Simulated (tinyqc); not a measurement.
Inside a calculation. Method: RKS/LDA (VWN5) in the sto-3g basis, for CH2, spin multiplicity 1. This run ends on a higher stationary point, not on the lowest solution. One step of it, computed by the program tinyqc.

Task: Iteration 1: diagonalisation and new density. Diagonalise F' = X^T F X, C = X C', fill 4 alpha and 4 beta electrons from the bottom; D = 2 C_occ C_occ^T. Each column has its largest component positive (the first on a tie).

Kohn-Sham matrix F (hartree), lower triangle:
```
            1C 1s      1C 2s    1C 2px     1C 2py     1C 2pz      2H 1s      3H 1s
1C 1s   -8.471107
1C 2s   -2.416994  -0.689963
1C 2px   0.000000   0.000000  0.453366
1C 2py   0.000000   0.000000  0.000000   0.256215
1C 2pz   0.018952  -0.009263  0.000000   0.000000   0.356393
2H 1s   -0.558258  -0.338771  0.000000  -0.140128  -0.066955  -0.169731
3H 1s   -0.558258  -0.338771  0.000000   0.140128  -0.066955  -0.102813  -0.169731
```

X:
```
                1          2          3         4          5          6         7
1C 1s   -0.309601   0.000000   0.779596  0.000000  -0.584096   0.000000  0.186078
1C 2s    1.227494   0.000000  -0.280528  0.000000  -0.246532   0.000000  0.461477
1C 2px   0.000000   0.000000   0.000000  1.000000   0.000000   0.000000  0.000000
1C 2py   0.000000   1.104828   0.000000  0.000000   0.000000   0.602568  0.000000
1C 2pz   0.489075   0.000000   0.618865  0.000000   0.699175   0.000000  0.178146
2H 1s   -0.818625  -0.864424  -0.172875  0.000000   0.134475   0.385074  0.364011
3H 1s   -0.818625   0.864424  -0.172875  0.000000   0.134475  -0.385074  0.364011
```

Give: F' = X^T F X; orbital energies; coefficients C; D after iteration 1.

Result:

F' = X^T F X (hartree), lower triangle:
```
        1      2       3      4       5       6       7
1   0.592
2   0.000  0.748
3   0.508  0.000  -3.740
4   0.000  0.000   0.000  0.453
5  -0.277  0.000   3.824  0.000  -3.281
6   0.000  0.242   0.000  0.000   0.000  -0.057
7   0.325  0.000  -1.990  0.000   1.968   0.000  -1.313
```

orbital energies (hartree): MO1 -8.485, MO2 -0.229, MO3 -0.124, MO4 0.263, MO5 0.453, MO6 0.709, MO7 0.815

coefficients C:
```
           MO1     MO2     MO3     MO4    MO5     MO6     MO7
1C 1s    0.988  -0.166   0.000  -0.185  0.000  -0.203   0.000
1C 2s    0.050   0.352   0.000   0.790  0.000   1.053   0.000
1C 2px   0.000   0.000   0.000   0.000  1.000   0.000   0.000
1C 2py   0.000   0.000   0.285   0.000  0.000   0.000   1.226
1C 2pz   0.002   0.045   0.000  -0.686  0.000   0.819   0.000
2H 1s   -0.012   0.496   0.602  -0.310  0.000  -0.713  -0.730
3H 1s   -0.012   0.496  -0.602  -0.310  0.000  -0.713   0.730
```

D after iteration 1, lower triangle:
```
         1C 1s   1C 2s  1C 2px  1C 2py  1C 2pz   2H 1s  3H 1s
1C 1s    2.076
1C 2s   -0.310   1.500
1C 2px   0.000   0.000   0.000
1C 2py   0.000   0.000   0.000   0.163
1C 2pz   0.244  -1.052   0.000   0.000   0.945
2H 1s   -0.073  -0.142   0.000   0.344   0.470   1.411
3H 1s   -0.073  -0.142   0.000  -0.344   0.470  -0.039  1.411
```
